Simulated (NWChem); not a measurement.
System: propane (C3H8); SMILES CCC

Input file for NWChem:

```
start job
memory heap 200 mb stack 900 mb global 1100 mb
geometry units angstroms noautosym nocenter noautoz
  C     -1.271095     0.000000     0.257139
  C      0.000000     0.000000    -0.578926
  C      1.271095     0.000000     0.257139
  H     -2.173992     0.000000    -0.372814
  H     -1.321209    -0.887508     0.909034
  H     -1.321209     0.887508     0.909034
  H      0.000000     0.879152    -1.246577
  H      0.000000    -0.879152    -1.246577
  H      2.173992     0.000000    -0.372814
  H      1.321209     0.887508     0.909034
  H      1.321209    -0.887508     0.909034
end
basis spherical
  * library def2-svp
end
dft
  xc pbe0
  iterations 150
end
cosmo
  do_cosmo_smd true
  solvent water
end
task dft energy
```

Excerpt of the output:

```
             Northwest Computational Chemistry Package (NWChem) 7.3.0
             --------------------------------------------------------

                             Geometry "geometry" -> ""
                             -------------------------

 Output coordinates in angstroms (scale by  1.889725989 to convert to a.u.)

  No.       Tag          Charge          X              Y              Z
 ---- ---------------- ---------- -------------- -------------- --------------
    1 C                    6.0000    -1.27109500     0.00000000     0.25713900
    2 C                    6.0000     0.00000000     0.00000000    -0.57892600
    3 C                    6.0000     1.27109500     0.00000000     0.25713900
    4 H                    1.0000    -2.17399200     0.00000000    -0.37281400
    5 H                    1.0000    -1.32120900    -0.88750800     0.90903400
    6 H                    1.0000    -1.32120900     0.88750800     0.90903400
    7 H                    1.0000     0.00000000     0.87915200    -1.24657700
    8 H                    1.0000     0.00000000    -0.87915200    -1.24657700
    9 H                    1.0000     2.17399200     0.00000000    -0.37281400
   10 H                    1.0000     1.32120900     0.88750800     0.90903400
   11 H                    1.0000     1.32120900    -0.88750800     0.90903400

 Effective nuclear repulsion energy (a.u.)      82.3925873479

                                 NWChem DFT Module
                                 -----------------

 Summary of "ao basis" -> "ao basis" (spherical)
 ------------------------------------------------------------------------------
       Tag                 Description            Shells   Functions and Types
 ---------------- ------------------------------  ------  ---------------------
 C                          def2-svp                 6       14   3s2p1d
 H                          def2-svp                 3        5   2s1p

 in cosmo_initialize ...
 calling solv_data for solv:h2o

 solvent parameters
 solvname_short: h2o
 solvname_long:  water
 dielec:       78.4000
 dielecinf:     1.7769
 aqueous SMD model solvent descriptors
 dielec:       78.4000
 sola:          0.8200

          ---------------
          -cosmo- solvent
          ---------------
 Cosmo: York-Karplus, doi: 10.1021/jp992097l
 dielectric constant -eps-     =  78.40
 screen = (eps-1)/(eps    )    =   0.98724
 surface charge correction     = lagrangian

   van der Waals surface
 --------------------------

[...]

                                COSMO-SMD solvation results
                                ---------------------------

             internal energy in gas <Psi(g)|H|Psi(g)> =      -118.901704067339
         internal energy in solvent <Psi(s)|H|Psi(s)> =      -118.901663293630
                               delta internal energy  =         0.000040773709 (    0.03 kcal/mol)
   total free energy in solvent <Psi(s)|H+V/2|Psi(s)> =      -118.902563396689
 polarization energy contribution <Psi(s)|V/2|Psi(s)> =        -0.000900103059 (   -0.56 kcal/mol)
    total free energy in solvent including G(SMD-CDS) =      -118.898603066694
                       G(SMD-CDS) energy contribution =         0.003960329995 (    2.49 kcal/mol)
     1 M fixed-concentration free energy of solvation =         0.003101000645 (    1.95 kcal/mol)

                       DFT Final Molecular Orbital Analysis
                       ------------------------------------

 Vector   11  Occ=2.000000D+00  E=-3.502546D-01
              MO Center=  1.3D-08, -7.2D-11, -7.9D-02, r^2= 3.1D+00
   Bfn.  Coefficient  Atom+Function         Bfn.  Coefficient  Atom+Function
  ----- ------------  ---------------      ----- ------------  ---------------
     4      0.329970   1 C  px               32      0.329970   3 C  px
    18     -0.312887   2 C  px               43     -0.253023   4 H  s
    68      0.253023   9 H  s                 7      0.163891   1 C  px
    35      0.163891   3 C  px               44     -0.133861   4 H  s
    69      0.133861   9 H  s                21     -0.110094   2 C  px

 Vector   12  Occ=2.000000D+00  E=-3.460492D-01
              MO Center= -1.2D-08,  1.9D-10, -1.2D-01, r^2= 2.8D+00
   Bfn.  Coefficient  Atom+Function         Bfn.  Coefficient  Atom+Function
  ----- ------------  ---------------      ----- ------------  ---------------
    20      0.332255   2 C  pz                6     -0.265753   1 C  pz
    34     -0.265753   3 C  pz               58     -0.184642   7 H  s
    63     -0.184642   8 H  s                23      0.156577   2 C  pz
    48     -0.134405   5 H  s                53     -0.134405   6 H  s
    73     -0.134405  10 H  s                78     -0.134405  11 H  s

 Vector   13  Occ=2.000000D+00  E=-3.327490D-01
              MO Center=  2.5D-09,  2.8D-10, -2.0D-01, r^2= 2.8D+00
   Bfn.  Coefficient  Atom+Function         Bfn.  Coefficient  Atom+Function
  ----- ------------  ---------------      ----- ------------  ---------------
    19      0.322601   2 C  py               58      0.268499   7 H  s
    63     -0.268499   8 H  s                 5     -0.201540   1 C  py
    33     -0.201540   3 C  py               48      0.179534   5 H  s
    53     -0.179534   6 H  s                73     -0.179534  10 H  s
    78      0.179534  11 H  s                59      0.150504   7 H  s

 Vector   14  Occ=0.000000D+00  E= 7.085830D-02
              MO Center=  1.4D-08,  1.3D-08, -6.7D-02, r^2= 6.8D+00
   Bfn.  Coefficient  Atom+Function         Bfn.  Coefficient  Atom+Function
  ----- ------------  ---------------      ----- ------------  ---------------
     3      1.298854   1 C  s                31      1.298854   3 C  s
    17      1.194366   2 C  s                59     -0.746961   7 H  s
    64     -0.746961   8 H  s                44     -0.678716   4 H  s
    69     -0.678716   9 H  s                49     -0.647675   5 H  s
    54     -0.647675   6 H  s                74     -0.647675  10 H  s

[...]
```

Level: PBE0/def2-SVP, SMD on the gas-phase geometry. The geometry was optimised at PBE0/def2-SVP. Solvent: water.
